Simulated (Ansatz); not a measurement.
# HC–O–Si, sextet: reading a ladder of total energies

Geometry: that of the HC–O–Si, quartet, kept fixed. The quartet lies 3.8 eV lower here.

```xyz
4

C     0.0000   -0.3103    1.6466
O     0.0000    0.3518    0.5441
Si    0.0000   -0.0732   -1.1086
H     0.0000    0.1527    2.6323
```

Basis cc-pVDZ; Ansatz 0.2.0. Correlated methods freeze the noble-gas cores, which leaves 15 electrons in 44 orbitals. Prefix R: restricted or restricted open-shell reference; prefix U: unrestricted.

Full CI isn't at hand for all of this; UCCSDT(Q) serves as the reference, and is uncertain by the last step of the cluster series or more.

UCCSD has a T1 diagnostic of 0.020 and a largest doubles amplitude of 0.04.

Runs differ by some tens of microhartree through their thresholds and, for an open shell, their frozen cores, so steps under 0.03 kcal/mol mean nothing.

```json
{"level": "UHF", "total energy (hartree)": "-402.021768"}
{"level": "UMP2", "total energy (hartree)": "-402.319765"}
{"level": "UCCSD", "total energy (hartree)": "-402.342603"}
{"level": "UCCSD(T)", "total energy (hartree)": "-402.351139"}
{"level": "UCCSDT", "total energy (hartree)": "-402.351969"}
{"level": "UCCSDT(Q)", "total energy (hartree)": "-402.352711"}
```

Question: What is the correlation energy at UCCSDT(Q), and what share of it do UMP2 and UCCSD(T) recover?

Answer: E(corr) = -402.352711 − (-402.021768) = -0.330943 hartree = -9.005 eV. UMP2: -0.297997 / -0.330943 = 90.04 %. UCCSD(T): -0.329371 / -0.330943 = 99.52 %.

Question: By how many kcal/mol does UCCSD(T) miss UCCSDT(Q) (1 hartree = 627.509 kcal/mol), and which steps make up the rest?

Answer: -402.351139 − (-402.352711) = 0.001572 hartree = 0.99 kcal/mol. Steps: UCCSDT − UCCSD(T) = -0.52, UCCSDT(Q) − UCCSDT = -0.47 kcal/mol. Differences between like states or geometries often cancel part of this.
